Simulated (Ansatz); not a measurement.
# CH2ClF+ (doublet): energies up the ladder

Wanted for CH2ClF+ (doublet): energies up the ladder. Charge +1. Spin multiplicity 2.

Method: the levels named in each step, in Ansatz 0.2.0.

## 1. Starting point

Bond lengths: F1–C2 1.350 Å, C2–Cl3 1.777 Å, C2–H4 1.093 Å, C2–H5 1.093 Å. Angles: F1–C2–Cl3 110.0°, F1–C2–H4 108.3°, F1–C2–H5 108.3°, Cl3–C2–H4 108.8°, Cl3–C2–H5 108.8°, H4–C2–H5 112.7°.

Coordinates:

```xyz
5

F    -1.3709    0.7265   -0.0608
C    -0.7202   -0.4490    0.0682
Cl    1.0350   -0.1812    0.0016
H    -0.9744   -0.8765    1.0419
H    -1.0098   -1.0945   -0.7653
```

## 2. A rough first relaxation, PBE-D4/def2-SVP

File input.yaml:

```yaml
crystal:
  periodic: [false, false, false]
  atoms:
    - { symbol: F, position_ang: [-1.3709, 0.72654, -0.06083] }
    - { symbol: C, position_ang: [-0.7202, -0.44904, 0.06822] }
    - { symbol: Cl, position_ang: [1.03503, -0.18117, 0.00162] }
    - { symbol: H, position_ang: [-0.97439, -0.8765, 1.04192] }
    - { symbol: H, position_ang: [-1.00983, -1.09446, -0.7653] }
magnetization:
  spin_polarized: true
  initial_magnetization: 1
total_charge: 1
basis:
  gaussian: { orbitals: def2-SVP }
hamiltonian:
  xc: pbe
  dispersion: d4
relax:
  f_tol: 0.03
  max_steps: 200
```

Started as:

```console
$ ansatz run input.yaml --threads 4 --pin off --max-ram 10240MiB --backend cpu --events-out ev --progress --plain --runs-dir out
```

The log of the run (excerpt; [...] marks lines left out):

```text
Warning: RAYON_NUM_THREADS=4 ignored (pool sized by the plan → 4); use --threads N
[...]
Functional definition: PBE
[...]
617 factors; their error is unknown
[...]
mean field -16281.68239457 eV, -598.3407918796 hartree, gradient 2.7e-5 eV, S^2 0.751154; 5 other end points of the search recorded, 0 dependent functions left out
[...]
reference -16281.68241293 eV, -598.3407925544 hartree; 17, 16 occupied and 39, 40 virtual orbitals, 617 factors
relax step   1: F+E_penalty+E_count = -16281.73022125 eV  Δ(F+E_penalty+E_count) = +0.000e0 eV  max|allowed force component| = 3.410e0 eV/Å  Δτ_max = 0.0000 Å  (121 SCF iters, accepted)
[...]
relax step   6: F+E_penalty+E_count = -16281.90727303 eV  Δ(F+E_penalty+E_count) = -9.330e-5 eV  max|allowed force component| = 6.951e-2 eV/Å  Δτ_max = 0.0055 Å  (31 SCF iters, accepted)
[...]
relax step   7: F+E_penalty+E_count = -16281.90740400 eV  Δ(F+E_penalty+E_count) = -1.310e-4 eV  max|allowed force component| = 7.682e-3 eV/Å  Δτ_max = 0.0026 Å  (27 SCF iters, accepted)
617 factors; their error is unknown
[...]
mean field -16281.85947733 eV, -598.3472995511 hartree, gradient 9.5e-6 eV, S^2 0.751272; 4 other end points of the search recorded, 0 dependent functions left out
[...]
reference -16281.85949602 eV, -598.3473002379 hartree; 17, 16 occupied and 39, 40 virtual orbitals, 617 factors
Total energy: -16281.90742269 eV, -598.3490615105 hartree
Atom 0 at    -1.394037     0.749007    -0.063068 Å, force     0.000650     0.001425    -0.000185 eV/Å
Atom 1 at    -0.707696    -0.359758     0.057246 Å, force     0.000902    -0.001958     0.000222 eV/Å
Atom 2 at     1.022442    -0.208359     0.005117 Å, force    -0.007682    -0.001704     0.000355 eV/Å
Atom 3 at    -0.963314    -0.921858     1.021084 Å, force     0.003064     0.001114    -0.000243 eV/Å
Atom 4 at    -0.997685    -1.133663    -0.734749 Å, force     0.003066     0.001124    -0.000149 eV/Å
Dipole moment:    -0.119634    -0.524667     0.065632 e Å
```

Wall time 10 s (4 threads of Intel Xeon at 2.50GHz (Skylake/Cascade Lake), shared host); peak memory 0.15 GiB.

Step by step:

| step | E - E(step 1) (eV) | largest force component (eV/Å) |
| --- | --- | --- |
| 1 | 0.0000 | 3.4102 |
| 2 | -0.1286 | 1.7309 |
| 3 | -0.1727 | 0.2567 |
| 4 | -0.1762 | 0.1184 |
| 5 | -0.1770 | 0.0757 |
| 6 | -0.1771 | 0.0695 |
| 7 | -0.1772 | 0.0077 |

Step 1 is the start.

Before: Bond lengths: F1–C2 1.350 Å, C2–Cl3 1.777 Å, C2–H4 1.093 Å, C2–H5 1.093 Å. Angles: F1–C2–Cl3 110.0°, F1–C2–H4 108.3°, F1–C2–H5 108.3°, Cl3–C2–H4 108.8°, Cl3–C2–H5 108.8°, H4–C2–H5 112.7°.

After: Bond lengths: F1–C2 1.310 Å, C2–Cl3 1.738 Å, C2–H4 1.145 Å, C2–H5 1.145 Å. Angles: F1–C2–Cl3 116.4°, F1–C2–H4 112.1°, F1–C2–H5 112.1°, Cl3–C2–H4 106.9°, Cl3–C2–H5 106.9°, H4–C2–H5 101.2°.

## 3. Relaxation, PBE0-D4/def2-TZVPP

File input.yaml:

```yaml
crystal:
  periodic: [false, false, false]
  atoms:
    - { symbol: F, position_ang: [-1.39403724, 0.74900743, -0.06306815] }
    - { symbol: C, position_ang: [-0.70769602, -0.35975796, 0.05724647] }
    - { symbol: Cl, position_ang: [1.02244201, -0.20835866, 0.00511665] }
    - { symbol: H, position_ang: [-0.96331409, -0.92185777, 1.02108427] }
    - { symbol: H, position_ang: [-0.99768466, -1.13366304, -0.73474924] }
magnetization:
  spin_polarized: true
  initial_magnetization: 1
total_charge: 1
basis:
  gaussian: { orbitals: def2-TZVPP }
hamiltonian:
  xc: pbe0
  dispersion: d4
relax:
  f_tol: 0.002
  max_steps: 150
```

Started as:

```console
$ ansatz run input.yaml --threads 4 --pin off --max-ram 10240MiB --backend cpu --events-out ev --progress --plain --runs-dir out
```

The log of the run (excerpt; [...] marks lines left out):

```text
Warning: RAYON_NUM_THREADS=4 ignored (pool sized by the plan → 4); use --threads N
[...]
Functional definition: PBE0
[...]
779 factors; their error is unknown
[...]
mean field -16291.52829029 eV, -598.7026218736 hartree, gradient 3.9e-5 eV, S^2 0.754247; 1 other end points of the search recorded, 0 dependent functions left out
[...]
reference -16291.52830964 eV, -598.7026225848 hartree; 17, 16 occupied and 115, 116 virtual orbitals, 779 factors
relax step   1: F+E_penalty+E_count = -16291.56757074 eV  Δ(F+E_penalty+E_count) = +0.000e0 eV  max|allowed force component| = 7.496e-1 eV/Å  Δτ_max = 0.0000 Å  (49 SCF iters, accepted)
[...]
relax step   5: F+E_penalty+E_count = -16291.59919533 eV  Δ(F+E_penalty+E_count) = -8.351e-7 eV  max|allowed force component| = 2.637e-3 eV/Å  Δτ_max = 0.0001 Å  (28 SCF iters, accepted)
[...]
relax step   6: F+E_penalty+E_count = -16291.59919554 eV  Δ(F+E_penalty+E_count) = -2.122e-7 eV  max|allowed force component| = 2.030e-4 eV/Å  Δτ_max = 0.0001 Å  (28 SCF iters, accepted)
779 factors; their error is unknown
[...]
mean field -16291.55985945 eV, -598.7037820189 hartree, gradient 2.3e-5 eV, S^2 0.754149; 2 other end points of the search recorded, 0 dependent functions left out
[...]
reference -16291.55987866 eV, -598.7037827247 hartree; 17, 16 occupied and 115, 116 virtual orbitals, 779 factors
Total energy: -16291.59921475 eV, -598.7052282995 hartree
Atom 0 at    -1.379257     0.743520    -0.062696 Å, force    -0.000065     0.000018    -0.000001 eV/Å
Atom 1 at    -0.722385    -0.370466     0.058826 Å, force    -0.000203    -0.000053     0.000010 eV/Å
Atom 2 at     0.989448    -0.213362     0.006366 Å, force     0.000162    -0.000049     0.000003 eV/Å
Atom 3 at    -0.946931    -0.911681     1.015975 Å, force     0.000053     0.000042    -0.000006 eV/Å
Atom 4 at    -0.981164    -1.122640    -0.732841 Å, force     0.000053     0.000042    -0.000006 eV/Å
Dipole moment:     0.048596    -0.534578     0.063535 e Å
```

Run time: 21 s. Hardware: 4 threads of Intel Xeon at 2.50GHz (Skylake/Cascade Lake), shared host; peak memory 0.27 GiB.

Step by step:

| step | energy from step 1 (eV) | largest force component (eV/Å) |
| --- | --- | --- |
| 1 | 0.0000 | 0.7496 |
| 2 | -0.0283 | 0.2171 |
| 3 | -0.0316 | 0.0317 |
| 4 | -0.0316 | 0.0058 |
| 5 | -0.0316 | 0.0026 |
| 6 | -0.0316 | 0.0002 |

Step 1 is the start.

Before: Bond lengths: F1–C2 1.310 Å, C2–Cl3 1.738 Å, C2–H4 1.145 Å, C2–H5 1.145 Å. Angles: F1–C2–Cl3 116.4°, F1–C2–H4 112.1°, F1–C2–H5 112.1°, Cl3–C2–H4 106.9°, Cl3–C2–H5 106.9°, H4–C2–H5 101.2°.

After: Bond lengths: F1–C2 1.299 Å, C2–Cl3 1.720 Å, C2–H4 1.122 Å, C2–H5 1.122 Å. Angles: F1–C2–Cl3 115.0°, F1–C2–H4 113.1°, F1–C2–H5 113.1°, Cl3–C2–H4 105.6°, Cl3–C2–H5 105.6°, H4–C2–H5 103.4°.

## 4. Frequencies, PBE0-D4/def2-TZVPP

File input.yaml:

```yaml
crystal:
  periodic: [false, false, false]
  atoms:
    - { symbol: F, position_ang: [-1.37925709, 0.74352019, -0.06269554] }
    - { symbol: C, position_ang: [-0.72238546, -0.37046619, 0.05882573] }
    - { symbol: Cl, position_ang: [0.98944812, -0.21336238, 0.00636612] }
    - { symbol: H, position_ang: [-0.94693115, -0.91168145, 1.01597458] }
    - { symbol: H, position_ang: [-0.98116441, -1.12264016, -0.73284089] }
magnetization:
  spin_polarized: true
  initial_magnetization: 1
total_charge: 1
basis:
  gaussian: { orbitals: def2-TZVPP }
hamiltonian:
  xc: pbe0
  dispersion: d4
phonons: {}
```

Started as:

```console
$ ansatz run input.yaml --threads 4 --pin off --max-ram 10240MiB --backend cpu --events-out ev --progress --plain --runs-dir out
```

The log of the run (excerpt; [...] marks lines left out):

```text
Warning: RAYON_NUM_THREADS=4 ignored (pool sized by the plan → 4); use --threads N
[...]
[... 1 set-up line as earlier in the session ...]
[...]
779 factors; their error is unknown
[...]
mean field -16291.55985965 eV, -598.7037820262 hartree, gradient 1.9e-5 eV, S^2 0.754149; 1 other end points of the search recorded, 0 dependent functions left out
[...]
reference -16291.55987885 eV, -598.7037827319 hartree; 17, 16 occupied and 115, 116 virtual orbitals, 779 factors
[...]
779 factors; their error is unknown
[...]
mean field -16291.55974299 eV, -598.7037777390 hartree, gradient 2.3e-6 eV, S^2 0.754148; 0 other end points of the search recorded, 0 dependent functions left out
[...]
reference -16291.55976219 eV, -598.7037784447 hartree; 17, 16 occupied and 115, 116 virtual orbitals, 779 factors
[...]
779 factors; their error is unknown
[...]
779 factors; their error is unknown
[...]
mean field -16291.55979679 eV, -598.7037797163 hartree, gradient 2.2e-6 eV, S^2 0.754145; 0 other end points of the search recorded, 0 dependent functions left out
[...]
reference -16291.55981599 eV, -598.7037804219 hartree; 17, 16 occupied and 115, 116 virtual orbitals, 779 factors
Total energy: -16291.59921495 eV, -598.7052283067 hartree
Atom 0 at    -1.379257     0.743520    -0.062696 Å, force    -0.000067     0.000017    -0.000001 eV/Å
Atom 1 at    -0.722385    -0.370466     0.058826 Å, force    -0.000201    -0.000052     0.000010 eV/Å
Atom 2 at     0.989448    -0.213362     0.006366 Å, force     0.000162    -0.000050     0.000003 eV/Å
Atom 3 at    -0.946931    -0.911681     1.015975 Å, force     0.000053     0.000042    -0.000006 eV/Å
Atom 4 at    -0.981164    -1.122640    -0.732841 Å, force     0.000053     0.000042    -0.000006 eV/Å
Dipole moment:     0.048596    -0.534578     0.063535 e Å
Vibrations: 417.52 501.06 651.76 1112.34 1117.97 1245.39 1304.90 2734.49 2793.66 cm⁻¹, zero-point energy 0.736409 eV
```

Wall time 42 s (4 threads of Intel Xeon at 2.50GHz (Skylake/Cascade Lake), shared host); peak memory 0.27 GiB.

Harmonic frequencies (cm⁻¹; negative: imaginary): 418, 501, 652, 1112, 1118, 1245, 1305, 2734, 2794.

## 5. Single point, PBE-D4/def2-TZVPP

Edit input.yaml of step 4 so:

```diff
@@ -15,4 +15,3 @@
 hamiltonian:
-  xc: pbe0
+  xc: pbe
   dispersion: d4
-phonons: {}
```

Started as:

```console
$ ansatz run input.yaml --threads 4 --pin off --max-ram 10240MiB --backend cpu --events-out ev --progress --plain --runs-dir out
```

The log of the run:

```text
Warning: RAYON_NUM_THREADS=4 ignored (pool sized by the plan → 4); use --threads N
Engine: ansatz 0.2.0, x86_64-unknown-linux-gnu
[... 1 set-up line as earlier in the session ...]
  parameter kappa = 0.804
  parameter beta = 0.06672455060314922
  exchange = pbe_x(kappa = kappa, mu = beta*pi^2/3)
  correlation = pbe_c(beta = beta)
748 factors; their error is unknown
mean field evaluation 1: about -16277.0112 eV, gradient 6.0e1 eV
mean field evaluation 2: about -16179.1823 eV, gradient 1.6e2 eV
mean field evaluation 4: about -16288.2365 eV, gradient 2.5e1 eV
mean field evaluation 8: about -16290.8047 eV, gradient 9.7e-2 eV
mean field evaluation 16: about -16290.7855 eV, gradient 1.2e-4 eV
mean field evaluation 32: about -16289.5863 eV, gradient 2.9e-2 eV
mean field evaluation 64: about -16290.5929 eV, gradient 1.9e0 eV
mean field -16290.78554332 eV, -598.6753264259 hartree, gradient 2.1e-5 eV, S^2 0.751877; 6 other end points of the search recorded, 0 dependent functions left out
reference -16290.78556911 eV, -598.6753273737 hartree; 17, 16 occupied and 115, 116 virtual orbitals, 748 factors
Total energy: -16290.83360913 eV, -598.6770928121 hartree
```

Wall time 7.5 s (4 threads of Intel Xeon at 2.50GHz (Skylake/Cascade Lake), shared host); peak memory 0.25 GiB.

## 6. Single point, r2SCAN-D4/def2-TZVPP

Edit input.yaml of step 5 so:

```diff
@@ -15,3 +15,3 @@
 hamiltonian:
-  xc: pbe
+  xc: r2scan
   dispersion: d4
```

Started as:

```console
$ ansatz run input.yaml --threads 4 --pin off --max-ram 10240MiB --backend cpu --events-out ev --progress --plain --runs-dir out
```

The log of the run:

```text
Warning: RAYON_NUM_THREADS=4 ignored (pool sized by the plan → 4); use --threads N
[... 1 set-up line as earlier in the session ...]
Functional definition: r2SCAN
  parameter k0 = 0.174
  parameter k1 = 0.065
  parameter a1 = 4.9479
  exchange = r2scan_x(k0 = k0, k1 = k1, a1 = a1)
  correlation = r2scan_c
748 factors; their error is unknown
mean field evaluation 1: about -16285.6888 eV, gradient 5.5e1 eV
mean field evaluation 2: about -16221.3986 eV, gradient 1.4e2 eV
mean field evaluation 4: about -16295.9078 eV, gradient 1.7e1 eV
mean field evaluation 8: about -16297.0811 eV, gradient 8.8e-2 eV
mean field evaluation 16: about -16297.0625 eV, gradient 1.3e-4 eV
mean field evaluation 32: about -16296.5306 eV, gradient 2.4e0 eV
mean field -16297.06250394 eV, -598.9060004740 hartree, gradient 3.4e-5 eV, S^2 0.754113; 4 other end points of the search recorded, 0 dependent functions left out
reference -16297.06251196 eV, -598.9060007689 hartree; 17, 16 occupied and 115, 116 virtual orbitals, 748 factors
Total energy: -16297.07326580 eV, -598.9063959653 hartree
```

Run time: 6.8 s. Hardware: 4 threads of Intel Xeon at 2.50GHz (Skylake/Cascade Lake), shared host; peak memory 0.28 GiB.

(Part 1 of 2 ends here.)
